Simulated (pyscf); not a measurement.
Thermochemistry of product channels of H₂N–B(NH₂)–Cl + NH [triplet] on the triplet surface, in eV, from CCSD(T)/def2-TZVPP + ΔMP2(QZVPP) energies (ideal gas, 1 atm, RRHO with modes under 100 cm⁻¹ raised to 100, one conformer, R ln 2 for chiral ones without a mode under 150 cm⁻¹). Optimised with ωB97X-D3(BJ)/def2-SVP in PySCF. MP2 and CC: frozen core, UHF for open shells. ΔMP2 is the change of the MP2 total energy from the triple- to the quadruple-zeta basis.

| products | ΔE | ΔH(298 K) | ΔG(298 K) | ΔG(1200 K) |
|---|---|---|---|---|
| :N–B(NH₂)–NH₂ [triplet] + hydrogen chloride (HCl) | +0.47 | +0.46 | +0.45 | +0.43 |
| •HN–B(NH₂)–NH₂ + Cl atom (Cl•) | +0.76 | +0.85 | +0.86 | +0.87 |

These are energies of the channels, which say nothing of barriers. The CCSD(T) − MP2 part came from Ansatz, without density fitting, on the same reference. Left out: orbital degeneracy and the spin-orbit lowering of Cl.
